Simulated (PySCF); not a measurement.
## Structure from NMR data

The spectra below were simulated for a compound C4H4O.

¹H NMR (400 MHz, computed): δ 9.32 (q, J = 1.3 Hz, 1H), 2.04 (d, J = 1.3 Hz, 3H).

¹³C{¹H} NMR (computed): δ 188.4 (CH), 103.1 (C), 87.1 (C), 3.4 (CH3).

- J couplings at B3LYP/pcJ-1
- coordinates at the PBE0-D3(BJ)/def2-SVP level
- σ from GIAO-CAM-B3LYP/pcSseg-2
- run in PySCF
- equivalent nuclei averaged, one conformer, non-relativistic, in vacuum

References, each an isolated molecule treated in the same way: ¹H and ¹³C against TMS.

Task: Deduce the structure.

Result: 
Rings plus π bonds: 3 (no ring in the answer). 4 carbon signals for 4 carbons: no two carbons are equivalent. Carbon types of the structure: 2 × C, 1 × CH, 1 × CH3, which accounts for all hydrogens. δC 188.4: aldehyde carbonyl carbon; low-lying n→π* states of the double bond to the heteroatom give a large paramagnetic term (-252 ppm). δC 103.1, 87.1: alkyne carbon; sp carbons lie upfield of alkene carbons because the cylindrical π system leaves one tensor component strongly shielded. δC 3.4: propargylic methyl carbon; aliphatic region, no heteroatom directly attached. δH 9.32: hydrogen on an aldehyde carbonyl carbon; the formyl region, downfield of aromatic protons. δH 2.04: hydrogen on a propargylic methyl carbon.

The compound is 2-butynal (CC#CC=O).

The data come from this structure; uniqueness wasn't tested.

Splittings below 1 Hz are ignored in the labels, and close J values are merged. Shifts are as computed, not scaled to solution data. Of 1211 compounds with measured shifts, 218 miss one by over three times the rms of a fit or turn the order of signals round; such compounds aren't used in these exercises.
